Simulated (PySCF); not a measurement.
## Basis-set dependence of population analyses: 4-cyano-1-butyne

Compound: 4-cyano-1-butyne, C5H5N.
SMILES with atom numbers: `[CH:1]#[C:2][CH2:3][CH2:4][C:5]#[N:6]` (hydrogens: H7 on C1; H8, H9 on C3; H10, H11 on C4)

PBE0 throughout (PySCF), one geometry, spherical d and f functions. One conformer (not necessarily the lowest) at the PBE0-D3(BJ)/def2-SVP geometry, without solvent, vibrations or thermal averaging. The first 7 of 9 kinds of atom are listed.

Mulliken charges (e):

```csv
basis,functions,C1,C2,C3,C4,C5,N6,H7
STO-3G,35,-0.137,-0.041,-0.150,-0.148,+0.074,-0.192,+0.123
6-31G,64,-0.470,+0.147,-0.378,-0.378,+0.152,-0.288,+0.285
pcSseg-0,64,-0.297,-0.089,-0.444,-0.352,+0.082,-0.368,+0.284
6-31G*,94,-0.506,+0.304,-0.466,-0.420,+0.257,-0.357,+0.243
def2-SVP,109,-0.449,+0.262,-0.009,-0.007,-0.207,-0.007,+0.051
cc-pVDZ,109,-0.435,+0.296,-0.028,-0.020,-0.087,-0.130,+0.012
pcSseg-1,127,-0.370,+0.148,-0.167,-0.207,+0.049,-0.243,+0.070
aug-cc-pVDZ,183,+0.877,-0.295,+0.309,+0.612,+0.058,-0.345,-0.660
"6-311+G(2d,p)",192,-0.994,+1.499,-1.099,-0.049,+0.003,-0.293,+0.163
def2-TZVP,216,-0.098,-0.032,-0.369,-0.038,-0.269,-0.003,+0.183
cc-pVTZ,250,-0.193,-0.036,-0.158,-0.134,-0.103,-0.069,+0.156
IGLO-III,260,-0.166,-0.058,-0.205,-0.180,+0.110,-0.300,+0.153
```

IAO charges (e):

| basis | functions | C1 | C2 | C3 | C4 | C5 | N6 | H7 |
| --- | --- | --- | --- | --- | --- | --- | --- | --- |
| STO-3G | 35 | -0.162 | -0.041 | -0.265 | -0.278 | +0.077 | -0.158 | +0.163 |
| 6-31G | 64 | -0.231 | -0.034 | -0.273 | -0.292 | +0.124 | -0.232 | +0.204 |
| pcSseg-0 | 64 | -0.217 | -0.036 | -0.278 | -0.296 | +0.124 | -0.230 | +0.195 |
| 6-31G* | 94 | -0.224 | -0.037 | -0.261 | -0.285 | +0.133 | -0.239 | +0.199 |
| def2-SVP | 109 | -0.226 | -0.032 | -0.258 | -0.281 | +0.127 | -0.229 | +0.196 |
| cc-pVDZ | 109 | -0.234 | -0.034 | -0.262 | -0.285 | +0.127 | -0.231 | +0.203 |
| pcSseg-1 | 127 | -0.235 | -0.036 | -0.260 | -0.285 | +0.134 | -0.241 | +0.204 |
| aug-cc-pVDZ | 183 | -0.243 | -0.034 | -0.265 | -0.290 | +0.138 | -0.246 | +0.208 |
| 6-311+G(2d,p) | 192 | -0.243 | -0.033 | -0.268 | -0.293 | +0.139 | -0.248 | +0.208 |
| def2-TZVP | 216 | -0.243 | -0.033 | -0.267 | -0.292 | +0.138 | -0.246 | +0.208 |
| cc-pVTZ | 250 | -0.242 | -0.034 | -0.268 | -0.293 | +0.137 | -0.244 | +0.208 |
| IGLO-III | 260 | -0.244 | -0.033 | -0.269 | -0.294 | +0.139 | -0.248 | +0.209 |

Hirshfeld charges (e):

```
        basis  functions      C1      C2      C3      C4      C5      N6      H7
       STO-3G         35  -0.100  -0.066  +0.033  +0.037  +0.034  -0.173  +0.080
        6-31G         64  -0.123  -0.049  -0.019  -0.013  +0.069  -0.219  +0.101
     pcSseg-0         64  -0.114  -0.044  -0.021  -0.015  +0.072  -0.213  +0.098
       6-31G*         94  -0.123  -0.051  -0.020  -0.013  +0.075  -0.228  +0.102
     def2-SVP        109  -0.117  -0.040  -0.035  -0.028  +0.083  -0.221  +0.097
      cc-pVDZ        109  -0.119  -0.043  -0.030  -0.025  +0.074  -0.216  +0.098
     pcSseg-1        127  -0.115  -0.040  -0.038  -0.031  +0.085  -0.225  +0.098
  aug-cc-pVDZ        183  -0.114  -0.042  -0.046  -0.039  +0.081  -0.227  +0.098
6-311+G(2d,p)        192  -0.115  -0.046  -0.042  -0.034  +0.080  -0.230  +0.098
    def2-TZVP        216  -0.116  -0.043  -0.042  -0.035  +0.082  -0.229  +0.098
      cc-pVTZ        250  -0.117  -0.041  -0.042  -0.035  +0.082  -0.227  +0.098
     IGLO-III        260  -0.115  -0.042  -0.046  -0.038  +0.082  -0.229  +0.098
```

Q: Which scheme is steadiest as the basis changes?

A: Largest range over the bases for any column: Hirshfeld 0.08 e, IAO 0.09 e, Mulliken 1.87 e. Hirshfeld charges move least and Mulliken charges most, counted in e. Without the minimal STO-3G basis the ranges are Hirshfeld 0.03, IAO 0.03, Mulliken 1.87 e.

Q: How much do the charges still move between the two largest bases, cc-pVTZ and IGLO-III?

A: At most, over all atoms: Mulliken 0.231 e, IAO 0.004 e, Hirshfeld 0.005 e.

Q: What do the same runs give for the total energy, the frontier levels and the dipole moment?

A: 
```tsv
basis	energy (Eh)	HOMO (eV)	LUMO (eV)	μ (D)
STO-3G	-244.8305	-6.32	3.72	2.67
6-31G	-247.8311	-8.00	0.74	3.48
pcSseg-0	-247.3486	-8.36	0.46	3.62
6-31G*	-247.8942	-7.91	0.74	3.47
def2-SVP	-247.7184	-8.16	0.53	3.36
cc-pVDZ	-247.9168	-8.07	0.61	3.31
pcSseg-1	-247.8729	-8.27	0.36	3.51
aug-cc-pVDZ	-247.9293	-8.25	-0.34	3.54
6-311+G(2d,p)	-247.9703	-8.27	-0.09	3.57
def2-TZVP	-247.9907	-8.25	0.27	3.53
cc-pVTZ	-247.9844	-8.22	0.36	3.48
IGLO-III	-247.9952	-8.27	0.13	3.55
```

The dipole is fixed by the density alone, so its range of 0.95 D shows that the density itself changes with the basis, not only its division among atoms.
